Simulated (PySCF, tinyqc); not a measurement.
Inside a calculation. Method: RHF in the sto-6g basis, for CH2, spin multiplicity 1. The lowest restricted solution is unstable here: a spin-polarised one lies 0.0401 hartree lower (PySCF). One step of it, computed by the program tinyqc.

Task: Orthogonalisation. S = U s U^T; symmetric (Loewdin) form X = U s^(-1/2) U^T, so that X^T S X = 1.

overlap S, lower triangle:
```
           1C 1s     1C 2s    1C 2px     1C 2py    1C 2pz     2H 1s     3H 1s
1C 1s   1.000000
1C 2s   0.243228  1.000000
1C 2px  0.000000  0.000000  1.000000
1C 2py  0.000000  0.000000  0.000000   1.000000
1C 2pz  0.000000  0.000000  0.000000   0.000000  1.000000
2H 1s   0.035373  0.352270  0.000000   0.336346  0.150607  1.000000
3H 1s   0.035373  0.352270  0.000000  -0.336346  0.150607  0.055020  1.000000
```

Give: eigenvalues of S; X.

Result:

eigenvalues of S: 0.4523  0.4960  0.8970  1.0000  1.0755  1.4489  1.6302

X, lower triangle:
```
          1C 1s    1C 2s  1C 2px   1C 2py   1C 2pz    2H 1s   3H 1s
1C 1s    1.0248
1C 2s   -0.1393   1.1419
1C 2px   0.0000   0.0000  1.0000
1C 2py   0.0000   0.0000  0.0000   1.1083
1C 2pz  -0.0054   0.0495  0.0000   0.0000   1.0207
2H 1s    0.0191  -0.2121  0.0000  -0.2079  -0.0888   1.1226
3H 1s    0.0191  -0.2121  0.0000   0.2079  -0.0888  -0.0198  1.1226
```
